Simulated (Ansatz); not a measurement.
Input file:

```yaml
crystal:
  periodic: [false, false, false]
  atoms:
    - {symbol: Zr, position_ang: [-0.000003, 0.000000, 0.395697]}
    - {symbol: N, position_ang: [0.000956, 0.000000, -2.052018]}
    - {symbol: H, position_ang: [0.466550, -0.816331, -2.438387]}
    - {symbol: H, position_ang: [0.466583, 0.816313, -2.438387]}
    - {symbol: H, position_ang: [-0.946112, 0.000019, -2.420302]}
basis:
  gaussian: {orbitals: def2-SVP}
magnetization: {spin_polarized: true, initial_magnetization: 2}
hamiltonian: {xc: {name: PBE}}
correlation: {method: rpa, electrons: outside_noble_gas}
```

```sh
$ ansatz run in.yaml --threads 1 --pin off --events-out ev --progress --plain --max-ram 4096MiB --backend cpu
```

(1) Roughly how long does this take on 1 thread of AMD EPYC 7R13, shared host, and how much host memory?

```
630 factors; integrals over basis functions are off by at most 9.8e-4 eV
mean field evaluation 1: about -2805.3240 eV, gradient 3.9e1 eV
mean field evaluation 2: about -2805.3202 eV, gradient 3.9e1 eV
mean field evaluation 4: about -2811.8065 eV, gradient 9.1e0 eV
mean field evaluation 8: about -2812.6820 eV, gradient 1.4e-1 eV
mean field evaluation 16: about -2812.6806 eV, gradient 3.4e-3 eV
mean field evaluation 32: about -2812.6821 eV, gradient 1.5e-2 eV
mean field evaluation 64: about -2812.1434 eV, gradient 3.9e0 eV
mean field evaluation 96: about -2812.6330 eV, gradient 2.2e-2 eV
mean field evaluation 128: about -2812.6816 eV, gradient 7.3e-2 eV
mean field evaluation 160: about -2812.6333 eV, gradient 2.3e-1 eV
mean field evaluation 192: about -2812.6729 eV, gradient 1.5e-1 eV
mean field evaluation 224: about -2812.6758 eV, gradient 4.2e-1 eV
mean field -2812.68229326 eV, -103.3641677728 hartree, gradient 2.8e-6 eV, S^2 2.095189; 10 other end points of the search recorded, 0 dependent functions left out
5 core orbitals not correlated: weight in the atoms' cores, before any rotation towards them, 0.999 or more for the frozen orbitals, at most 0.001 for the correlated occupied ones
reference -2791.30495365 eV, -102.5785650321 hartree; 7, 5 occupied and 48, 50 virtual orbitals, 630 factors
Total energy: -2802.85857099 eV, -103.0031526380 hartree
```

Answers

(1) 49 s wall and 0.2 GiB.
